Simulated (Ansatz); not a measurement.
Reaction: BSiH3F2 (difluoroboranylsilane, SMILES [SiH3]B(F)F) → BF2 (SMILES F[B]F, doublet) + SiH3 (SMILES [SiH3], doublet) (the B-Si bond breaks)
Each species at its own B3LYP-D3(BJ)/def2-TZVP minimum (Ansatz, a program for electronic structure).

Property: bond dissociation energy (electronic), in kcal/mol. Open shells are spin-unrestricted; no spin-orbit coupling. CBS(X,Y): correlation extrapolated as X^-3, Hartree-Fock from the larger set. A bracket is a step between two methods taken in the basis named. The functionals are non-relativistic, so their misses hold any scalar relativity. Double hybrids freeze cores in their MP2 part. 'core' is core correlation in cc-pwCVTZ (1s frozen past Ne), 'X2C' scalar relativity in cc-pVTZ-DK, both at CCSD(T).

CCSD(T)/CBS(cc-pV(T+d)Z,cc-pV(Q+d)Z) + [CCSDT(Q) - CCSD(T)]/cc-pV(D+d)Z + core + X2C (Ansatz) gives 91.0 kcal/mol.

Task: What does PBE/def2-TZVPD (Ansatz) give here, and how do the other levels compare?

Result: PBE gives 85.5 kcal/mol, 5.5 kcal/mol below it. Differences of the others: r2SCAN/def2-TZVPD (Ansatz) -7.9; B3LYP/def2-TZVPD (Ansatz) -5.9; PBE0/def2-TZVPD (Ansatz) -4.9; B2PLYP/def2-TZVPD (Ansatz) -4.1; CCSD(T)/CBS(cc-pV(T+d)Z,cc-pV(Q+d)Z) + core + X2C (Ansatz) 0.0 kcal/mol. Nearer than PBE: PBE0/def2-TZVPD, B2PLYP/def2-TZVPD, CCSD(T)/CBS(cc-pV(T+d)Z,cc-pV(Q+d)Z) + core + X2C.
